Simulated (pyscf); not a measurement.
This saddle point was located with ωB97X-D3(BJ)/def2-SVP in PySCF.

```xyz
14

C     -0.2007     1.4465    -1.1693
Si    -0.6975     0.1764     0.4871
O     -0.6813    -1.4609     0.1684
O     -2.3311     0.4258     0.1380
O     -0.6942     0.9488     1.9707
H      0.7104     1.8927    -1.6113
H     -0.6637     0.8332    -1.9543
H     -0.8674     2.2729    -0.8923
H      0.2041    -1.8284     0.2702
H     -2.7195    -0.3177    -0.3348
H     -1.5996     1.1533     2.2346
O      1.1852     0.1794     0.5823
H      0.7111     0.9406    -0.3392
H      1.4596     0.6585     1.3776
```
Charge 0, spin multiplicity 1.

Surface: singlet, charge 0. Lowest wavenumbers (cm⁻¹): 1256i, 118, 165, 234, 281.

What reaction is this the transition state of?

H₃C–Si(OH)(OH)–OH (SMILES C[Si](O)(O)O) + H₂O (SMILES O) ⇌ CH₄ (SMILES C) + HO–Si(OH)(OH)–OH (SMILES O[Si](O)(O)O), a four-centre exchange read from left to right: C–Si, H–O broken and C–H, O–Si formed. At ωB97M-D3(BJ)/def2-TZVP it lies +36.0 kcal/mol from the left side and +64.8 kcal/mol from the right (each side as separated species at their lowest minima found). On the reactant side the descent ends in a bound adduct, 9.3 kcal/mol under the separated species and 46.1 kcal/mol under the saddle at ωB97X-D3(BJ)/def2-TZVP. This is the saddle that the search found; another between the same sides may lie lower.
